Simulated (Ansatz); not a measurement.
# AlB (quintet): wave-function methods side by side, def2-TZVPP

The task here is to estimate one member of a computed series from the others.

The runs use Ansatz 0.2.0, Gaussian basis; def2-TZVPP, core rule «outside noble gas», up to 6 orbitals frozen.

To be run: UHF; ROHF; CCSD(T) on UHF.

2 further runs of the same task are left out: 2 set aside as unsound or not needed.

## What is computed

The geometry is a PBE0/def2-TZVP stationary point (not a proven minimum) of the parent state, kept for this charge and spin.

2 atoms, charge 0, spin multiplicity 5.

Atoms are counted from 1 here; the program's logs count them from 0.

Bond lengths: B1–Al2 2.023 Å.

Set-up of the first run:

in.yaml

```yaml
crystal:
  periodic: [false, false, false]
  atoms:
    - {symbol: B, position_ang: [0.000000, 0.000000, 0.000000]}
    - {symbol: Al, position_ang: [0.000000, 0.000000, 2.023407]}
basis:
  gaussian: {orbitals: def2-TZVPP}
magnetization: {spin_polarized: true, initial_magnetization: 4}
hamiltonian: {xc: hf}
output: {orbitals: {seedname: orbitals}}
```

Run with:

```sh
ansatz run in.yaml --threads 1 --pin off --events-out ev --progress --plain --max-ram 4096MiB --backend cpu
```

Among the steps run: UHF; ROHF; CCSD(T) on UHF.

One table of the session follows, with a row left open; its other results are not shown here.

```
  method  from UCCSD(T) (kJ/mol)
    ROHF                  +309.6
     UHF                       ?
    UMP2                   +67.3
   UCCSD                   +19.3
UCCSD(T)                       0
```

Estimate the missing values for UHF.

**Answer.** from UCCSD(T) (kJ/mol): +307.5. In the column «from UCCSD(T) (kJ/mol)» it lies between UMP2 (+67.3) and ROHF (+309.6).
